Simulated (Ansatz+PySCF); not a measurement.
**triplet NH: levels of theory in one basis**

| atom | x (Å) | y (Å) | z (Å) |
| --- | --- | --- | --- |
| N | 0.0000 | -1.4718 | -0.8921 |
| H | 0.0000 | -1.4718 | 0.1639 |

Basis set: cc-pVTZ (spherical functions). Frozen core: 1 orbital. Correlation on ROHF uses semicanonical orbitals with singles. Charge 0, multiplicity 3.

Computed with Ansatz (development build ahead of 0.2.0) and PySCF 2.14.0; each method stands on the lowest determinant of its kind that the runs found.

```tsv
method	E − E(ROHF) (eV)	<S²> of the determinant
ROHF	0.00	2.00
UHF	-0.21	2.02
ROHF-MP2	-3.95	–
UHF-MP2	-3.94	2.02
ROHF-CCSD(T)	-4.56	–
UHF-CCSD(T)	-4.56	2.02
```

Problem. What does UHF-CCSD give on the same scale?

Solution. -4.46 eV.
